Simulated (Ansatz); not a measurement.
Al3⁺, relaxed as a triplet with UKS PBE0-D4/def2-TZVP in Ansatz, starting from the PBE0-D4/def2-TZVP geometry of the charge +1 singlet. Force threshold 0.02 eV/Å.

The structure comes from a short search, and lower isomers may exist.

Start:

Cartesian coordinates in Å:
```
Al -0.0418 0.4622 -1.3926
Al -1.2384 -0.4033 0.6768
Al 1.2802 -0.0589 0.7158
```

Question: Estimate the energy that the relaxation releases and the steps that it takes.

Answer: 1.8 kcal/mol, in 3 steps; 5 s on 2 threads of Arm Neoverse V2 on a shared host. No frequencies were taken in this run, so the end may be a saddle point.

Question: Does the start keep its bonding and symmetry?

Answer: By distances, no bond broke or formed. The bond that changes most is Al1–Al2, from 2.54 to 2.67 Å (atoms count from 1). Point group D3h at the start, D3h at the end, both within 0.05 Å.

Question: Predict the relaxed structure.

Answer: 
```xyz
3

Al   -0.044    0.485   -1.462
Al   -1.300   -0.423    0.710
Al    1.344   -0.062    0.751
```
Bond lengths (bridged metal pairs left out): 3 × Al–Al 2.67 Å.
